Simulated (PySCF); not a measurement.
Compound: carbon trimer, C₃ (singlet state).
Geometry (PBE0-D3(BJ)/def2-TZVP, Å), atoms numbered from 1 in this order:
```xyz
3
C3 angstrom
C     -1.334    0.369    0.083
C     -0.081    0.072    0.063
C      1.160   -0.275    0.059
```

Linear response at PBE0/aug-cc-pVTZ (PySCF, frozen core in the response, non-relativistic). Isolated species at its PBE0-D3(BJ)/def2-TZVP geometry, gas phase.

Static isotropic polarisability: 33.55 au (4.97 Å³), principal values 25.3, 25.3, 50.1 au.

What is the polarisability at 1064 nm and at the sodium D line?

34.34 au at 1064 nm (+2.3 %), 36.82 au at 589.3 nm (+9.7 %). The rise at 589.3 nm is 4.15 times that at 1064 nm; a pure ω² law gives 3.26. The lowest singlet lies at 379 nm, shorter than both wavelengths.

What is the isotropic C6 coefficient between two such molecules, C6 = (3/π)∫α(iω)² dω?

348.9 au (Eh·bohr⁶) by a ten-point quadrature over imaginary frequencies, which is 208 eV·Å⁶ or 20.1 J·nm⁶/mol.

Which effective excitation energy ω̄ makes London's formula C6 = (3/4)α²ω̄ exact here?

ω̄ = 4·C6/(3α²) = 0.413 Eh = 11.2 eV. A one-pole form α(ω) = α/(1 − ω²/ω̄²) fitted to the 1064 nm value gives 7.7 eV.

How anisotropic is the static polarisability, by Δα² = ½[(α1 − α2)² + (α2 − α3)² + (α3 − α1)²]?

Δα = 24.8 au, or 0.74 of the isotropic value.

How many electrons N does the Slater–Kirkwood formula C6 = (3/4)·√N·α^(3/2) need to give this C6?

N = (4·C6/3)²/α³ = 5.7; the species has 18 electrons in all.

The lowest 10 singlets have (eV, f): 3.27, 0.020; 3.28, 0.020; 3.85, 0.000; 4.15, 0.000; 4.15, 0.000; 4.47, 0.000; 4.47, 0.000; 7.97, 1.000; 8.89, 0.002; 9.37, 0.000. What share of the static polarisability do they carry in the sum over states α = Σ f/ω²?

14.50 au, 43.2 % of α; the largest term, 11.66 au, is that of the state at 7.97 eV. Their oscillator strengths add up to 1.04. Higher states carry the rest.

What three-body coefficient follows from the one-pole estimate C9 = (3/4)·α·C6?

8780 au. This is an estimate from the two numbers above, not a computed integral.

What does −C6/R⁶ come to at R = 6 Å between centres?

-430 J/mol. This is the leading, orientation-averaged term; C8 and higher terms are left out.
